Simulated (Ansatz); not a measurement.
Mulliken charges of `CO/C(F)=C/F` from PBE/def2-TZVPP in Ansatz (PBE0-D4/def2-TZVP geometry).

| atom | x (Å) | y (Å) | z (Å) | charge (e) |
| --- | --- | --- | --- | --- |
| C1 | -0.117 | -1.585 | -0.269 | -0.143 |
| O2 | -0.353 | -0.272 | -0.777 | -0.215 |
| C3 | -0.310 | 0.696 | 0.131 | 0.237 |
| F4 | -1.210 | 0.591 | 1.109 | -0.150 |
| C5 | 0.522 | 1.724 | 0.062 | -0.002 |
| F6 | 0.454 | 2.735 | 0.932 | -0.156 |
| H7 | -0.160 | -2.253 | -1.126 | 0.120 |
| H8 | -0.883 | -1.866 | 0.456 | 0.117 |
| H9 | 0.872 | -1.638 | 0.196 | 0.098 |
| H10 | 1.269 | 1.819 | -0.711 | 0.095 |

Q: By hand: the dipole of these point charges (1 e Å = 4.8032 D).

A: Σ q r = (0.212, -0.545, -0.205) e Å, of length 0.620 e Å = 2.98 D.

Q: How does the dipole of the full density compare? (An estimate is asked.)

A: The calculation gave: (0.189, -0.454, -0.168) e Å, 2.50 D; the point charges give 1.19 times that, at 1° from its direction.

Point charges leave out the atoms' own dipoles, such as those of lone pairs, and Mulliken's split depends on the basis, so the two needn't agree.
